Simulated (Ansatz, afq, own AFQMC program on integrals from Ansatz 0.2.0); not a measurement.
Integrals from Ansatz 0.2.0, then the random walk in our own AFQMC program (afq).

```yaml
crystal:
  periodic: [false, false, false]
  atoms:
    - {symbol: Ge, position_ang: [0.000000, 0.000000, 0.000000]}
    - {symbol: B, position_ang: [0.000000, 0.000000, 1.977400]}
basis:
  gaussian: {orbitals: cc-pVDZ}
magnetization: {spin_polarized: false, initial_magnetization: 3}
correlation: {method: ccsd_t, electrons: outside_noble_gas, hamiltonian_folder: ham}
```

```sh
$ ansatz run in.yaml --threads 1 --pin off --events-out ev --progress --plain --max-ram 24576MiB --backend cuda --devices 0, --max-vram 18GiB
```

Options of the walk:

```
--method phaseless --trial mp1 --walkers 160 --populations 1 --least-time 40 --time-step 0.02 --steps-per-block 10 --equilibration-blocks 50 --max-blocks 300 --target-error 0.00064 --factor-cut 1e-05 --start determinant --seed 138 --taylor-order 6
```

Times are imaginary, in 1/Eh. The walk had a cap of 60 s. Filled inner d shells are frozen with the cores.

afq prints:

```
orbitals 26  electrons 5 2  factors 190 of 462
reference energy -2099.89152371 Eh
CCSD correlation -0.13587075 Eh in 12 cycles, weight of the determinant in the CISD state 0.8627
energy of the start -2099.998246 Eh
 block  time / (1/Eh)  mean weight  energy / Eh
     1     0.200  0.9981  -2100.002810
     2     0.400  1.0018  -2100.006788
     3     0.600  1.0008  -2100.011032
     4     0.800  0.9979  -2100.014096
     5     1.000  0.9986  -2100.015933
    10     2.000  1.0001  -2100.026005
    37     7.400  1.0020  -2100.032951
    67    13.400  0.9998  -2100.036604
    97    19.400  0.9963  -2100.032981
   127    25.400  0.9980  -2100.032278
   133    26.600  0.9957  -2100.024862
   157    31.400  1.0000  -2100.036111
   187    37.400  0.9997  -2100.030830
   217    43.400  1.0021  -2100.034280
   241    48.200  1.0042  -2100.038233
   247    49.400  0.9958  -2100.034285
blocks merged  error / Eh  count
     1  0.000195  200
     2  0.000250  100
     4  0.000319  50
     8  0.000393  25
    16  0.000541  12
energy -2100.034357 +/- 0.000393 Eh
(rows thinned)
```

The run passed its tests (sampling time, drift between the halves within three errors, error under three times the target), which doesn't prove that it has relaxed. The second half of the sampling lies below the first by 2.0 errors of their difference, so the energy may still be moving and its error bar be too small.

Against this walk (error 10.7 meV) on the same determinant: CCSD(T) 0.5 meV higher (within the noise), CCSDT(Q) 62.1 meV lower, CCSDTQ 64.1 meV lower, full CI 65.0 meV lower, a separate phaseless walk with a CISD trial and standard settings 20.0 ± 11.4 meV lower (within the noise). The error is statistical and leaves out the bias of the constraint. Full CI is exact here, so the walk's 65 meV above it is the walk's own error: the bias of the constraint with this trial, or a walk that hasn't relaxed.

Cautions: constraint bias not in the error; no relativity below Rb; no spin-orbit coupling; inner d shell frozen; lower spins were not checked; raised T1 diagnostic (T1 0.043, weight of the determinant 0.86, largest double 0.09); the time-step error isn't removed.

The walk took 12 s on 1 × NVIDIA H100 80GB HBM3 with 2 threads of AMD EPYC 7R13 Processor (Zen 3), with other jobs on the host (the card was shared). The log's last line is the phaseless energy.

CCSDT and higher add their correlation energy to the determinant of the CCSD(T) run, since their own runs factorise the integrals more tightly (a shift of under 2 meV). A walk keeps the symmetry of its determinant, which the program's search chose and which needn't be the lowest solution, so a lower state of the same spin and another symmetry isn't excluded.
